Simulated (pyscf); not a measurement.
`[OH][BH][OH]` + `[NH3]` → `[NH2][B]([OH])[OH]` + `[H][H]`, a four-centre exchange (singlet surface; B–H, H–N broken, B–N, H–H formed). Single points on ωB97X-D3(BJ)/def2-SVP structures (PySCF, gas phase). Energies in eV from the separated reactants.

GFN2-xTB: tblite. 

Question: Quick GFN2-xTB single points give ΔE‡ = 2.11 eV and ΔE = -0.23 eV. What does ωB97M-D3(BJ)/def2-TZVP give, and how far is the quick result from it?

Answer: ωB97M-D3(BJ)/def2-TZVP gives ΔE‡ = 1.49 eV and ΔE = -0.69 eV. GFN2-xTB lies 0.63 eV over it in the barrier and 0.46 eV over it in the reaction energy, so on this step it does not hold to within 0.13 eV. ωB97M-D3(BJ)/def2-TZVP has limits of its own. On the reactant side the descent ends in an adduct with a B–N contact (not fully relaxed), 0.15 eV under the separated species and 1.67 eV under the saddle at ωB97X-D3(BJ)/def2-TZVP. What is counted as formed (B–N) is already present as a longer contact in the reactant adduct; forming that adduct is a step of its own. At the saddle there is also a short B–H contact that neither side keeps. The same reactants have a lower exit, to H₂O + H₂N–BH–OH (barrier +1.13 eV at ωB97M-D3(BJ)/def2-TZVP, against +1.49 eV here). One saddle was located; it need not be the lowest between these sides.
